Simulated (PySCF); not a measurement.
# Working out the ionisation energy of Al

Al [Ne] 3s2 3p1 (2P) → Al⁺ [Ne] 3s2 (1S). All numbers are calculated (PySCF 2.14, the spin-free X2C one-electron Hamiltonian (Gaussian nucleus), in aug-cc-pVQZ-DK (7s6p4d3f2g, 84 functions)). Frozen: [Ne]. Energies in hartree (1 hartree = 27.21139 eV):

| part | Al (lower) | Al⁺ (upper) |
| --- | --- | --- |
| UHF | -242.315910 | -242.110189 |
| MP2 opposite-spin | -0.035440 | -0.029071 |
| MP2 same-spin | -0.002653 | 0.000000 |

Task: What does Hartree-Fock give?

Result: (-242.110189) − (-242.315910) = 0.205721 hartree = 5.598 eV.

Task: What do MP2 and SCS-MP2 (6/5 opposite-spin, 1/3 same-spin) give?

Result: The opposite-spin parts differ by 0.173 eV and the same-spin parts by 0.072 eV. MP2: 5.598 + (0.173) + (0.072) = 5.843 eV. SCS-MP2: 5.598 + 1.2 × (0.173) + (0.072)/3 = 5.830 eV.

Measured between the centres of the two terms (NIST): 5.977 eV, so MP2 (valence) is off by -0.134 eV.

What remains against the reference includes basis incompleteness, the frozen core and correlation beyond second order.
